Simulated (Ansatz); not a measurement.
## How far each method lies from full CI for Al2⁺, doublet

Geometry: that of the Al2, triplet, kept fixed.

```xyz
2

Al    0.0000    0.0000    0.0000
Al    0.0000    0.0000    2.4788
```

Basis cc-pVDZ; Ansatz 0.2.0. Only valence electrons are correlated (noble-gas cores frozen), which leaves 5 electrons in 26 orbitals. Prefix R: restricted or restricted open-shell reference; prefix U: unrestricted. Active spaces: valence = (5e, 8o) chosen from the atoms' valence shells.

Full CI is exact within this basis and frozen core; it isn't the basis-set limit. The frozen core follows each run's orbitals, which can shift R against U totals by a few meV.

HF rows: RHF is the determinant under the cluster runs, UHF is the lowest solution found. Coupled cluster chose its determinant by a search with trial CCSD, here up to 0.20 eV above the lowest Hartree–Fock solution of its kind, and MP2 stands on that determinant too.

- UHF ⟨S²⟩: 0.802
- ⟨S²⟩ of the determinant under UCCSD: 0.764
- T1 diagnostic (RCCSD): 0.0248
- largest doubles amplitude (RCCSD): 0.167
- T1 diagnostic (UCCSD): 0.0228

| level | E − E(RHF) (eV) |
| --- | --- |
| RMP2 | -2.0520 |
| UMP2 | -2.0432 |
| RCCSD | -2.7841 |
| UCCSD | -2.7881 |
| RCCSD(T) | -2.9097 |
| UCCSD(T) | -2.9095 |

Problem. Estimate how far full CI in cc-pVDZ lies from RCCSD(T). The table doesn't fix it; the size of (T) and the diagnostics are the guide.

Solution. Full CI in cc-pVDZ lies 1.15 kcal/mol below RCCSD(T), which is 40 % of the (T) step (-2.90 kcal/mol). A doubles amplitude is large, and the rest is a large part of (T). The miss exceeds 1 kcal/mol.

The other levels:

```csv
level,E − E(full CI) (kcal/mol),share of correlation (%),wall time
UHF†,62.09,–,0.63 s
BCCD(T),1.18,98.27,2 s
RCCSDT,0.17,99.74,–
UCCSDT,0.17,99.75,–
RCCSDT(Q),0.04,99.95,4.4 s
UCCSDT(Q),0.03,99.96,5.5 s
CASSCF (valence space)†,26.28,–,–
NEVPT2 (valence space)†,9.84,–,1.1 s
MRCISD (valence space)†,3.47,–,–
MRCISD+Q (valence space)†,2.55,–,1.6 s
```

A dagger marks rows that describe another state than the reference (another or a broken symmetry, a higher spin or other natural occupations), so the difference holds a gap between states beside the method's error.

The correlation energy at full CI, counted from RHF, is -2.960 eV. That run took 7 s on 1 thread of Arm Neoverse V2, shared host over 105,592 determinants.

Run but not shown, since their state, orbitals or frozen core can't be matched to the reference's or they repeat it: CISD, CISDTQ.

Times hold each run's SCF and search for its determinant on a shared host, so for small cases they say little of a method's own cost; they ran on 1 thread of Arm Neoverse V2. Some runs computed forces too.

The full-CI state has the irrep B3u of D2h, in the program's axes (one component, if the state is degenerate).

Natural occupations of full CI about the gap: 1.912 1.814 0.958 0.117 0.055 0.046 0.030 0.018 0.010 0.009; effectively unpaired electrons, Σ n²(2−n)², 1.21.
